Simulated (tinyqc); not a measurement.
Inside a calculation (part 2 of 2). Method: CCD on RHF in the sto-3g basis, for BH3, spin multiplicity 1. Computed by tinyqc, a small Python program that keeps every step (integrals from PySCF). Command: `OMP_NUM_THREADS=1 python tinyqc.py 20401 20402 out.jsonl` (the two numbers bound the seeds that draw the settings). One thread of a shared host (Intel(R) Xeon(R) Processor @ 2.60GHz), about 0.1 s of CPU time with the checks.

Geometry (angstrom):

| atom | x | y | z |
|---|---|---|---|
| B | 0.0000 | 0.0000 | 0.0370 |
| H | 1.3490 | 0.0000 | 0.0000 |
| H | -0.6740 | 1.1680 | 0.0000 |
| H | -0.6740 | -1.1680 | 0.0000 |

## Integrals over molecular orbitals

coefficients C:
```
            MO1      MO2      MO3      MO4      MO5      MO6      MO7      MO8
1B 1s    0.9914  -0.2244   0.0000  -0.0001  -0.0142  -0.2542   0.0003   0.0000
1B 2s    0.0336   0.6125   0.0000   0.0002   0.0610   1.2221  -0.0014   0.0000
1B 2px   0.0000  -0.0001   0.0000   0.5000   0.0000   0.0010   1.0838   0.0000
1B 2py   0.0000   0.0000   0.4999   0.0000   0.0000   0.0000   0.0000   1.0841
1B 2pz  -0.0001  -0.0045   0.0000   0.0000   0.9981  -0.0661   0.0001   0.0000
2H 1s   -0.0054   0.2770   0.0000   0.5369  -0.0243  -0.6614  -0.8535   0.0000
3H 1s   -0.0054   0.2773   0.4648  -0.2683  -0.0243  -0.6604   0.4278  -0.7400
4H 1s   -0.0054   0.2773  -0.4648  -0.2683  -0.0243  -0.6604   0.4278   0.7400
```

core Hamiltonian H = T + V (hartree):
```
           1B 1s    1B 2s   1B 2px   1B 2py   1B 2pz    2H 1s    3H 1s    4H 1s
1B 1s   -13.4977  -3.5042   0.0000   0.0000   0.0012  -0.6096  -0.6102  -0.6102
1B 2s    -3.5042  -4.5668   0.0000   0.0000   0.0111  -1.5932  -1.5943  -1.5943
1B 2px    0.0000   0.0000  -3.8188   0.0000   0.0000  -1.5208   0.7605   0.7605
1B 2py    0.0000   0.0000   0.0000  -3.8190   0.0000   0.0000  -1.3179   1.3179
1B 2pz    0.0012   0.0111   0.0000   0.0000  -3.6763   0.0435   0.0436   0.0436
2H 1s    -0.6096  -1.5932  -1.5208   0.0000   0.0435  -2.8653  -0.2774  -0.2774
3H 1s    -0.6102  -1.5943   0.7605  -1.3179   0.0436  -0.2774  -2.8660  -0.2774
4H 1s    -0.6102  -1.5943   0.7605   1.3179   0.0436  -0.2774  -0.2774  -2.8660
```

Given earlier and not repeated: Two-electron integrals (ij|kl) in chemists' order.

(pq|rs) = sum C_ip C_jq C_kr C_ls (ij|kl), one index at a time.

one-electron integrals over orbitals h = C^T H C (hartree):
```
          1        2        3        4        5        6        7        8
1  -13.4825   0.2894   0.0000   0.0001   0.0191   0.2950  -0.0003   0.0000
2    0.2894  -3.6142   0.0000   0.0001  -0.0196  -0.6334   0.0008   0.0000
3    0.0000   0.0000  -3.2983   0.0000   0.0000   0.0000   0.0000  -0.6420
4    0.0001   0.0001   0.0000  -3.2980   0.0000  -0.0010  -0.6420   0.0000
5    0.0191  -0.0196   0.0000   0.0000  -3.6743   0.0373   0.0000   0.0000
6    0.2950  -0.6334   0.0000  -0.0010   0.0373  -2.8943  -0.0002   0.0000
7   -0.0003   0.0008   0.0000  -0.6420   0.0000  -0.0002  -3.0945   0.0000
8    0.0000   0.0000  -0.6420   0.0000   0.0000   0.0000   0.0000  -3.0945
```

Two-electron integrals over orbitals (pq|rs), unique and non-zero (hartree):
```
(11|11) 2.8875      (21|11) -0.2464     (21|21) 0.0329      (22|11) 0.5854
(22|21) -0.0081     (22|22) 0.4268      (31|31) 0.0068      (32|31) 0.0112
(32|32) 0.1152      (33|11) 0.5103      (33|21) -0.0032     (33|22) 0.4158
(33|33) 0.4663      (41|11) -6.07e-05   (41|21) 5.99e-06    (41|22) -9.60e-06
(41|33) -0.0034     (41|41) 0.0068      (42|11) -1.22e-05   (42|21) -4.72e-06
(42|22) -9.21e-05   (42|33) -0.0639     (42|41) 0.0112      (42|42) 0.1151
(43|31) -0.0034     (43|32) -0.0639     (43|43) 0.0500      (44|11) 0.5102
(44|21) -0.0032     (44|22) 0.4157      (44|33) 0.3661      (44|41) 0.0034
(44|42) 0.0639      (44|44) 0.4664      (51|11) -0.0152     (51|21) 0.0019
(51|22) -0.0010     (51|33) -0.0005     (51|41) 5.94e-07    (51|42) 1.12e-07
(51|44) -0.0005     (51|51) 0.0219      (52|11) 0.0097      (52|21) -0.0006
(52|22) -3.85e-05   (52|33) -0.0005     (52|41) -7.20e-08   (52|42) 1.13e-06
(52|44) -0.0005     (52|51) 0.0210      (52|52) 0.0684      (53|31) 2.14e-04
(53|32) -0.0020     (53|43) 0.0020      (53|53) 0.0157      (54|11) 6.13e-06
(54|21) -2.67e-07   (54|22) 2.85e-06    (54|33) 0.0020      (54|41) 2.14e-04
(54|42) -0.0020     (54|44) -0.0020     (54|51) 5.54e-06    (54|52) 1.25e-05
(54|54) 0.0157      (55|11) 0.7415      (55|21) -0.0094     (55|22) 0.4531
(55|33) 0.4126      (55|41) -2.02e-06   (55|42) -9.82e-06   (55|44) 0.4125
(55|51) 0.0020      (55|52) 0.0117      (55|54) 5.71e-06    (55|55) 0.5868
(61|11) -0.2683     (61|21) 0.0366      (61|22) -0.0083     (61|33) -0.0030
(61|41) 2.11e-05    (61|42) 1.74e-05    (61|44) -0.0030     (61|51) 0.0009
(61|52) -0.0017     (61|54) -1.18e-07   (61|55) -0.0082     (61|61) 0.0408
(62|11) 0.2236      (62|21) -0.0088     (62|22) 0.0481      (62|33) 0.0212
(62|41) 6.11e-06    (62|42) 2.91e-05    (62|44) 0.0212      (62|51) -0.0017
(62|52) -5.51e-05   (62|54) 2.55e-06    (62|55) 0.1151      (62|61) -0.0089
(62|62) 0.0742      (63|31) 0.0034      (63|32) -0.0450     (63|43) 0.0436
(63|53) 0.0023      (63|63) 0.0639      (64|11) 3.03e-04    (64|21) -8.33e-06
(64|22) 1.18e-04    (64|33) 0.0437      (64|41) 0.0034      (64|42) -0.0450
(64|44) -0.0436     (64|51) -5.06e-07   (64|52) 4.02e-06    (64|54) 0.0023
(64|55) 1.62e-04    (64|61) -1.37e-06   (64|62) 1.20e-04    (64|64) 0.0640
(65|11) -0.0092     (65|21) -1.44e-04   (65|22) -0.0038     (65|33) -0.0014
(65|41) 7.89e-07    (65|42) 5.86e-06    (65|44) -0.0014     (65|51) 0.0223
(65|52) 0.0624      (65|54) 3.41e-05    (65|55) -0.0008     (65|61) -0.0014
(65|62) -0.0074     (65|64) -8.10e-06   (65|65) 0.0620      (66|11) 0.5855
(66|21) -0.0103     (66|22) 0.4176      (66|33) 0.4135      (66|41) 2.12e-05
(66|42) 1.91e-04    (66|44) 0.4137      (66|51) -0.0033     (66|52) -0.0068
(66|54) -5.93e-06   (66|55) 0.4377      (66|61) -0.0102     (66|62) 0.0277
(66|64) -3.59e-05   (66|65) -0.0086     (66|66) 0.4304      (71|11) 2.78e-04
(71|21) -4.19e-05   (71|22) -3.68e-06   (71|33) -0.0049     (71|41) 0.0120
(71|42) 0.0179      (71|44) 0.0049      (71|51) -9.79e-07   (71|52) 1.65e-06
(71|54) 3.98e-04    (71|55) 7.98e-06    (71|61) -2.11e-05   (71|62) 2.25e-05
(71|64) 0.0059      (71|65) 2.70e-06    (71|66) 4.99e-05    (71|71) 0.0215
(72|11) -2.79e-04   (72|21) 8.10e-06    (72|22) -5.10e-05   (72|33) 0.0220
(72|41) 0.0080      (72|42) 0.0005      (72|44) -0.0221     (72|51) 1.64e-06
(72|52) -2.42e-06   (72|54) 0.0025      (72|55) -1.38e-04   (72|61) 2.43e-05
(72|62) -6.38e-05   (72|64) 0.0465      (72|65) 8.57e-06    (72|66) -2.95e-05
(72|71) 0.0135      (72|72) 0.0492      (73|31) 0.0023      (73|32) 0.0464
(73|43) -0.0240     (73|53) -0.0016     (73|63) -0.0322     (73|73) 0.0332
(74|11) 0.2093      (74|21) -0.0049     (74|22) 0.0518      (74|33) 0.0521
(74|41) -0.0023     (74|42) -0.0463     (74|44) 0.0042      (74|51) -6.25e-05
(74|52) 0.0043      (74|54) 0.0016      (74|55) 0.1057      (74|61) -0.0048
(74|62) 0.0720      (74|64) 0.0323      (74|65) -0.0029     (74|66) 0.0269
(74|71) -0.0040     (74|72) 0.0105      (74|74) 0.1074      (75|11) 7.72e-06
(75|21) -8.05e-08   (75|22) -6.67e-07   (75|33) -0.0029     (75|41) 0.0007
(75|42) 0.0056      (75|44) 0.0029      (75|51) -2.34e-05   (75|52) -7.00e-05
(75|54) 0.0160      (75|55) -8.03e-07   (75|61) 2.78e-06    (75|62) 8.97e-06
(75|64) -0.0026     (75|65) -4.26e-05   (75|66) 1.77e-05    (75|71) 0.0013
(75|72) 0.0006      (75|74) -0.0024     (75|75) 0.0211      (76|11) 5.53e-05
(76|21) -2.07e-06   (76|22) -6.23e-05   (76|33) -0.0590     (76|41) 0.0118
(76|42) 0.1058      (76|44) 0.0591      (76|51) 3.00e-06    (76|52) 9.91e-06
(76|54) -0.0027     (76|55) 1.39e-05    (76|61) 2.22e-05    (76|62) 4.42e-05
(76|64) -0.0480     (76|65) 1.21e-05    (76|66) 2.09e-04    (76|71) 0.0196
(76|72) -0.0045     (76|74) -0.0492     (76|75) 0.0049      (76|76) 0.1094
(77|11) 0.6626      (77|21) -0.0089     (77|22) 0.4405      (77|33) 0.3975
(77|41) -4.86e-04   (77|42) 0.0299      (77|44) 0.4655      (77|51) -4.63e-04
(77|52) 0.0022      (77|54) -0.0018     (77|55) 0.4674      (77|61) -0.0085
(77|62) 0.0524      (77|64) -0.0372     (77|65) -0.0017     (77|66) 0.4414
(77|71) -0.0014     (77|72) -0.0283     (77|74) 0.0485      (77|75) 0.0013
(77|76) 0.0307      (77|77) 0.5087      (81|31) 0.0120      (81|32) 0.0179
(81|43) -0.0049     (81|53) 3.98e-04    (81|63) 0.0059      (81|73) 0.0040
(81|81) 0.0215      (82|31) 0.0080      (82|32) 4.49e-04    (82|43) 0.0220
(82|53) 0.0025      (82|63) 0.0465      (82|73) -0.0107     (82|81) 0.0135
(82|82) 0.0492      (83|11) 0.2093      (83|21) -0.0049     (83|22) 0.0518
(83|33) 0.0042      (83|41) 0.0023      (83|42) 0.0463      (83|44) 0.0521
(83|51) -6.23e-05   (83|52) 0.0043      (83|54) -0.0016     (83|55) 0.1057
(83|61) -0.0048     (83|62) 0.0720      (83|64) -0.0321     (83|65) -0.0029
(83|66) 0.0270      (83|71) 0.0040      (83|72) -0.0107     (83|74) 0.0438
(83|75) 0.0024      (83|76) 0.0493      (83|77) 0.0704      (83|83) 0.1074
(84|31) 0.0023      (84|32) 0.0464      (84|43) -0.0239     (84|53) -0.0016
(84|63) -0.0322     (84|73) 0.0306      (84|81) 0.0040      (84|82) -0.0106
(84|84) 0.0331      (85|31) 0.0007      (85|32) 0.0056      (85|43) -0.0029
(85|53) 0.0160      (85|63) -0.0026     (85|73) 0.0024      (85|81) 0.0013
(85|82) 0.0006      (85|84) 0.0024      (85|85) 0.0211      (86|31) 0.0118
(86|32) 0.1058      (86|43) -0.0589     (86|53) -0.0027     (86|63) -0.0478
(86|73) 0.0493      (86|81) 0.0196      (86|82) -0.0045     (86|84) 0.0492
(86|85) 0.0049      (86|86) 0.1093      (87|31) 4.48e-04    (87|32) -0.0302
(87|43) 0.0342      (87|53) 0.0018      (87|63) 0.0375      (87|73) -0.0112
(87|81) 0.0014      (87|82) 0.0282      (87|84) -0.0111     (87|85) -0.0013
(87|86) -0.0309     (87|87) 0.0344      (88|11) 0.6627      (88|21) -0.0089
(88|22) 0.4406      (88|33) 0.4656      (88|41) 4.59e-04    (88|42) -0.0301
(88|44) 0.3973      (88|51) -4.63e-04   (88|52) 0.0022      (88|54) 0.0018
(88|55) 0.4674      (88|61) -0.0085     (88|62) 0.0524      (88|64) 0.0375
(88|65) -0.0017     (88|66) 0.4413      (88|71) 0.0014      (88|72) 0.0281
(88|74) 0.0705      (88|75) -0.0013     (88|76) -0.0308     (88|77) 0.4402
(88|83) 0.0484      (88|88) 0.5089
```

## CCD: starting amplitudes

orbital energies (hartree): MO1 -7.4296, MO2 -0.6168, MO3 -0.4195, MO4 -0.4194, MO5 0.2433, MO6 0.5236, MO7 0.6264, MO8 0.6268

t_ij^ab = <ij||ab> / (e_i + e_j - e_a - e_b), whose energy is MP2.

Starting amplitudes (spin orbitals 1a, 1b, ...; amplitudes related by a flip of all spins are not repeated; the 24 largest):

| from | to | t |
|---|---|---|
| 4a 4b | 7a 7b | -0.0513 |
| 3a 3b | 8a 8b | -0.0513 |
| 2a 2b | 5a 5b | -0.0397 |
| 4a 4b | 6a 6b | -0.0339 |
| 3a 3b | 6a 6b | -0.0339 |
| 2a 4b | 6a 7b | -0.0329 |
| 2a 3b | 6a 8b | -0.0329 |
| 2a 2b | 6a 6b | -0.0325 |
| 2a 4b | 6b 7a | 0.0213 |
| 2a 3b | 6b 8a | 0.0213 |
| 3a 4b | 7b 8a | 0.0209 |
| 2a 2b | 7a 7b | -0.0198 |
| 2a 2b | 8a 8b | -0.0198 |
| 4a 4b | 6a 7b | -0.0162 |
| 3a 3b | 6a 7b | 0.0162 |
| 3a 4b | 6a 8b | 0.0162 |
| 3a 4b | 6b 8a | -0.0161 |
| 3a 3b | 7a 7b | -0.0158 |
| 4a 4b | 8a 8b | -0.0158 |
| 3a 4b | 7a 8b | -0.0146 |
| 3a 3b | 5a 5b | -0.0119 |
| 4a 4b | 5a 5b | -0.0119 |
| 2a 3a | 6a 8a | -0.0117 |
| 2a 4a | 6a 7a | -0.0117 |

correlation energy = -0.046530 hartree

## CCD: amplitude update 1

t_ij^ab D_ij^ab are set to the remaining terms of the spin-orbital equations, evaluated with the old amplitudes; for the doubles these are <ij||ab> + 1/2 <ab||ef> t_ij^ef + 1/2 <mn||ij> t_mn^ab + P(ij)P(ab) <mb||ej> t_im^ae + terms in t^2, D the orbital-energy denominators.

Amplitudes after update 1 (spin orbitals 1a, 1b, ...; amplitudes related by a flip of all spins are not repeated; the 24 largest):

| from | to | t |
|---|---|---|
| 4a 4b | 7a 7b | -0.0671 |
| 3a 3b | 8a 8b | -0.0671 |
| 2a 2b | 5a 5b | -0.0512 |
| 4a 4b | 6a 6b | -0.0463 |
| 3a 3b | 6a 6b | -0.0462 |
| 2a 4b | 6a 7b | -0.0433 |
| 2a 3b | 6a 8b | -0.0433 |
| 2a 2b | 6a 6b | -0.0399 |
| 2a 4b | 6b 7a | 0.0316 |
| 2a 3b | 6b 8a | 0.0316 |
| 3a 4b | 7b 8a | 0.0267 |
| 2a 2b | 7a 7b | -0.0249 |
| 2a 2b | 8a 8b | -0.0249 |
| 4a 4b | 6a 7b | -0.0228 |
| 3a 3b | 6a 7b | 0.0228 |
| 3a 4b | 6a 8b | 0.0227 |
| 3a 4b | 6b 8a | -0.0227 |
| 3a 4b | 7a 8b | -0.0224 |
| 3a 3b | 7a 7b | -0.0181 |
| 4a 4b | 8a 8b | -0.0180 |
| 2a 3a | 6a 8a | -0.0117 |
| 2a 4a | 6a 7a | -0.0117 |
| 3a 3b | 5a 5b | -0.0103 |
| 4a 4b | 5a 5b | -0.0103 |

correlation energy = -0.061245 hartree

## CCD: amplitude update 2

As before.

Amplitudes after update 2 (spin orbitals 1a, 1b, ...; amplitudes related by a flip of all spins are not repeated; the 24 largest):

| from | to | t |
|---|---|---|
| 4a 4b | 7a 7b | -0.0729 |
| 3a 3b | 8a 8b | -0.0728 |
| 2a 2b | 5a 5b | -0.0551 |
| 4a 4b | 6a 6b | -0.0513 |
| 3a 3b | 6a 6b | -0.0512 |
| 2a 4b | 6a 7b | -0.0465 |
| 2a 3b | 6a 8b | -0.0465 |
| 2a 2b | 6a 6b | -0.0425 |
| 2a 4b | 6b 7a | 0.0358 |
| 2a 3b | 6b 8a | 0.0358 |
| 3a 4b | 7b 8a | 0.0286 |
| 2a 2b | 7a 7b | -0.0267 |
| 2a 2b | 8a 8b | -0.0267 |
| 3a 4b | 7a 8b | -0.0261 |
| 4a 4b | 6a 7b | -0.0251 |
| 3a 3b | 6a 7b | 0.0251 |
| 3a 4b | 6a 8b | 0.0250 |
| 3a 4b | 6b 8a | -0.0250 |
| 3a 3b | 7a 7b | -0.0183 |
| 4a 4b | 8a 8b | -0.0182 |
| 2a 3a | 6a 8a | -0.0107 |
| 2a 4a | 6a 7a | -0.0107 |
| 2a 3b | 7a 8b | 0.0093 |
| 2a 3b | 7b 8a | -0.0093 |

correlation energy = -0.066370 hartree

## CCD: amplitude update 3

As before.

Amplitudes after update 3 (spin orbitals 1a, 1b, ...; amplitudes related by a flip of all spins are not repeated; the 24 largest):

| from | to | t |
|---|---|---|
| 4a 4b | 7a 7b | -0.0752 |
| 3a 3b | 8a 8b | -0.0751 |
| 2a 2b | 5a 5b | -0.0566 |
| 4a 4b | 6a 6b | -0.0532 |
| 3a 3b | 6a 6b | -0.0531 |
| 2a 4b | 6a 7b | -0.0476 |
| 2a 3b | 6a 8b | -0.0476 |
| 2a 2b | 6a 6b | -0.0435 |
| 2a 4b | 6b 7a | 0.0375 |
| 2a 3b | 6b 8a | 0.0375 |
| 3a 4b | 7b 8a | 0.0293 |
| 3a 4b | 7a 8b | -0.0277 |
| 2a 2b | 8a 8b | -0.0272 |
| 2a 2b | 7a 7b | -0.0272 |
| 4a 4b | 6a 7b | -0.0259 |
| 3a 3b | 6a 7b | 0.0259 |
| 3a 4b | 6a 8b | 0.0258 |
| 3a 4b | 6b 8a | -0.0258 |
| 3a 3b | 7a 7b | -0.0182 |
| 4a 4b | 8a 8b | -0.0182 |
| 2a 3a | 6a 8a | -0.0101 |
| 2a 4a | 6a 7a | -0.0101 |
| 2a 3b | 7a 8b | 0.0098 |
| 2a 3b | 7b 8a | -0.0098 |

correlation energy = -0.068263 hartree

## CCD: convergence

E_corr = 1/4 sum <ij||ab> t_ij^ab; stop when the norm of the change is below 1e-8.

Course of the amplitude iterations:

| update | correlation energy (hartree) | norm of the change |
|---|---|---|
| 0 | -0.046530 | - |
| 1 | -0.061245 | 1.01e-01 |
| 2 | -0.066370 | 3.85e-02 |
| 3 | -0.068263 | 1.55e-02 |
| 4 | -0.068991 | 6.47e-03 |
| 5 | -0.069279 | 2.77e-03 |
| 6 | -0.069395 | 1.22e-03 |
| 7 | -0.069443 | 5.48e-04 |
| 8 | -0.069463 | 2.52e-04 |
| 9 | -0.069471 | 1.18e-04 |
| 10 | -0.069475 | 5.64e-05 |
| 11 | -0.069476 | 2.72e-05 |
| 12 | -0.069477 | 1.33e-05 |
| 13 | -0.069477 | 6.54e-06 |
| 14 | -0.069477 | 3.24e-06 |
| 15 | -0.069477 | 1.62e-06 |
| 16 | -0.069477 | 8.11e-07 |
| 17 | -0.069477 | 4.09e-07 |
| 18 | -0.069477 | 2.07e-07 |
| 19 | -0.069477 | 1.05e-07 |
| 20 | -0.069477 | 5.35e-08 |
| 21 | -0.069477 | 2.74e-08 |
| 22 | -0.069477 | 1.40e-08 |
| 23 | -0.069477 | 7.19e-09 |

Converged amplitudes (spin orbitals 1a, 1b, ...; amplitudes related by a flip of all spins are not repeated; the 24 largest):

| from | to | t |
|---|---|---|
| 4a 4b | 7a 7b | -0.0768 |
| 3a 3b | 8a 8b | -0.0768 |
| 2a 2b | 5a 5b | -0.0579 |
| 4a 4b | 6a 6b | -0.0544 |
| 3a 3b | 6a 6b | -0.0542 |
| 2a 4b | 6a 7b | -0.0483 |
| 2a 3b | 6a 8b | -0.0483 |
| 2a 2b | 6a 6b | -0.0444 |
| 2a 4b | 6b 7a | 0.0388 |
| 2a 3b | 6b 8a | 0.0388 |
| 3a 4b | 7b 8a | 0.0298 |
| 3a 4b | 7a 8b | -0.0291 |
| 2a 2b | 8a 8b | -0.0275 |
| 2a 2b | 7a 7b | -0.0275 |
| 4a 4b | 6a 7b | -0.0263 |
| 3a 3b | 6a 7b | 0.0263 |
| 3a 4b | 6a 8b | 0.0262 |
| 3a 4b | 6b 8a | -0.0262 |
| 3a 3b | 7a 7b | -0.0181 |
| 4a 4b | 8a 8b | -0.0180 |
| 2a 3b | 7a 8b | 0.0100 |
| 2a 3b | 7b 8a | -0.0100 |
| 2a 4b | 8a 8b | 0.0099 |
| 2a 4b | 7a 7b | -0.0098 |

CCD total energy = -26.084754 hartree

Converged in 23 updates.
